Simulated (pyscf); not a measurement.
Optimised with ωB97X-D3(BJ)/def2-SVP in PySCF.

Problem. H₃Ge–SnH₂• + CH₄ -> H₃Ge–SnH₃ + CH₃•
Surface: doublet. Broken: C–H. Formed: H–Sn. Give ΔE‡ and ΔE from ωB97M-D3(BJ)/def2-TZVP, relative to the separated reactants.

Solution. ΔE‡ = 1.63 eV, ΔE = +1.52 eV. Zero-point energy shifts the barrier by -0.16 eV. It is a hydrogen abstraction, with an imaginary mode of 308i cm⁻¹. One saddle was located; it need not be the lowest between these sides. The angle at the transferred H is 180°. Elements up to Kr have no core potential and no relativistic terms here. Elements past Kr carry the def2 core potentials, without spin-orbit coupling.
